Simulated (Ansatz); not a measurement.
Cubic phases of Ce with oxygen, each at its own equilibrium volume: Ce (fcc, 26.53 Å³/atom, 40³ k-points), Ce₂O (antifluorite, 18.69 Å³/atom, 31³ k-points), CeO₂ (fluorite, 13.60 Å³/atom, 34³ k-points), CeO₃ (ReO3, 20.37 Å³/atom, 25³ k-points).

The calculation used PBE, plane waves, PAW datasets (generated soft set 1) (Ansatz).

Settings: cutoff 420 eV; no spin polarisation; Fermi–Dirac smearing of 0.061 eV.

Task: Between Ce and CeO₃, which of these phases are stable against splitting into two others of the list?

Result: CeO₂.

```json
{"phase": "Ce₂O", "E − best mixture (meV/atom)": "510", "best mixture": "Ce + CeO₂"}
{"phase": "CeO₂", "E − best mixture (meV/atom)": "-1834", "best mixture": "Ce₂O + CeO₃"}
```

Only these cubic types compete here, and oxygen gas is not among them; real oxides often take other structures and magnetic states.

Model structures, not the usual forms at ambient conditions (metastable or hypothetical): Ce2O (antifluorite type), CeO3 (ReO3 type). Spin polarisation is left out, and a magnetic state may lie lower for CeO3. The open f shell of Ce, Ce2O is treated without spin here, so this is a model state and not the ground state.
